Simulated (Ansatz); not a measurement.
**BH6NS (built from SMILES BS.N): molecular dynamics**

The task is to watch the atoms for 60 steps of 0.5 fs, started with velocities for 500 K and run with a Nosé-Hoover thermostat, and see to which side of the barrier the system falls.

Method: BLYP-D4/pcseg-2; program: Ansatz 0.2.0, Gaussian basis.

1 further run of the same task is left out (it didn't finish).

## (1) Where the work starts

The start, a first-order saddle point found at PBE0-D4 in triple zeta: 9 atoms, charge 0, spin multiplicity 1.

Atoms are counted from 1 here; the program's logs count them from 0.

Bond lengths: B1–H3 1.199 Å, B1–H4 1.199 Å, B1–N6 1.527 Å, S2–H5 1.502 Å, S2–H7 1.343 Å, N6–H8 1.010 Å, N6–H9 1.010 Å. Angles: H3–B1–H4 118.5°, H3–B1–N6 115.0°, H4–B1–N6 116.9°, H5–S2–H7 92.7°, B1–N6–H8 116.7°, B1–N6–H9 117.0°, H8–N6–H9 110.0°.

As a file:

```mol
BH6NS
  3D, bonds by distance, orders not assigned

  9  7  0  0  0  0  0  0  0  0999 V2000
   -0.6951    0.0613   -0.3853 B   0  0
    1.2687    0.1378   -1.2963 S   0  0
   -1.2434   -0.7597   -1.0658 H   0  0
   -1.0954    1.1907   -0.4164 H   0  0
    1.0668   -0.3599    0.1060 H   0  0
   -0.1808   -0.4528    0.9570 N   0  0
    1.5977    1.3711   -0.8786 H   0  0
   -0.4894   -1.3716    1.2397 H   0  0
   -0.2290    0.1832    1.7397 H   0  0
  1  3  8  0
  1  4  8  0
  1  6  8  0
  2  5  8  0
  2  7  8  0
  6  8  8  0
  6  9  8  0
M  END
```

## (2) The run

Contents of md/in.yaml:

```yaml
crystal:
  periodic: [false, false, false]
  atoms:
    - {symbol: B, position_ang: [-0.695065, 0.061302, -0.385306]}
    - {symbol: S, position_ang: [1.268651, 0.137832, -1.296300]}
    - {symbol: H, position_ang: [-1.243427, -0.759747, -1.065844]}
    - {symbol: H, position_ang: [-1.095408, 1.190706, -0.416357]}
    - {symbol: H, position_ang: [1.066833, -0.359937, 0.106042]}
    - {symbol: N, position_ang: [-0.180823, -0.452813, 0.957028]}
    - {symbol: H, position_ang: [1.597702, 1.371071, -0.878582]}
    - {symbol: H, position_ang: [-0.489443, -1.371571, 1.239712]}
    - {symbol: H, position_ang: [-0.229019, 0.183157, 1.739707]}
basis:
  gaussian: {orbitals: pcseg-2}
hamiltonian: {xc: {name: BLYP}, dispersion: d4}
md: {n_steps: 60, timestep: 0.5, temperature: 500, ensemble: nvt_nose_hoover, seed: 784, initial_velocities: maxwell_boltzmann}
```

Started as:

```sh
$ ansatz run in.yaml --threads 2 --pin off --events-out ev --progress --plain --max-ram 4352MiB
```

Before running it: what results should come out? Wanted: temperature at the start; mean temperature, second half; lowest and highest potential energy, from the first frame; largest change of potential + kinetic; bonds lost by distance.

The runs gave:

| quantity | value |
| --- | --- |
| length | 60 steps, 30.0 fs |
| temperature at the start | 500 K |
| mean temperature, second half | 859 K |
| lowest and highest potential energy, from the first frame | -719 and 135 meV |
| largest change of potential + kinetic | 28.2 meV |
| bonds lost by distance | S2–H5 |

In words: By the last frame it has moved back towards the start side of the step. The system runs downhill by 0.72 eV, and that energy turns into motion. The thermostat trades energy with the molecule, so the sum of potential and kinetic energy isn't conserved: it changes by -23 meV over the run. The mean temperature of the second half is still well above the 500 K set. The temperature runs between 354 and 1284 K.
